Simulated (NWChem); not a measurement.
System: phenol (C6H6O); SMILES Oc1ccccc1

Here is an NWChem input.

```
start job
memory heap 200 mb stack 900 mb global 1100 mb
geometry units angstroms
  O     -0.073821    -2.297541     0.000000
  C     -0.012710    -0.948785     0.000000
  C     -1.219480    -0.240031     0.000000
  C     -1.205372     1.150685     0.000000
  C      0.001026     1.853786     0.000000
  C      1.200148     1.144416     0.000000
  C      1.198849    -0.249534     0.000000
  H      0.820059    -2.655604     0.000000
  H     -2.155652    -0.801921     0.000000
  H     -2.153702     1.694240     0.000000
  H      0.004963     2.945715     0.000000
  H      2.153950     1.678140     0.000000
  H      2.144439    -0.801637     0.000000
end
basis spherical
  * library 6-31g*
end
dft
  xc hfexch
  iterations 150
end
driver
  maxiter 120
end
task dft optimize
task dft freq
```

The level has its own optimisation; frequencies are unscaled. Brackets give each atom's bonded neighbours.

Give the results of this calculation. (Hartree-Fock/6-31G* (spherical d).) Quantities: r C–O (Å); r H–O (Å); r C–C [C(CCH)–C(CCO)] (Å); highest harmonic frequency (cm⁻¹); lowest (cm⁻¹); zero-point energy (kcal/mol); dipole (D).


```
Property                           Value
---------------------------------  -----
r C–O (Å)                          1.353
r H–O (Å)                          0.947
r C–C [C(CCH)–C(CCO)] (Å)          1.387
highest harmonic frequency (cm⁻¹)   4104
lowest (cm⁻¹)                        257
zero-point energy (kcal/mol)        70.5
dipole (D)                          1.45
```
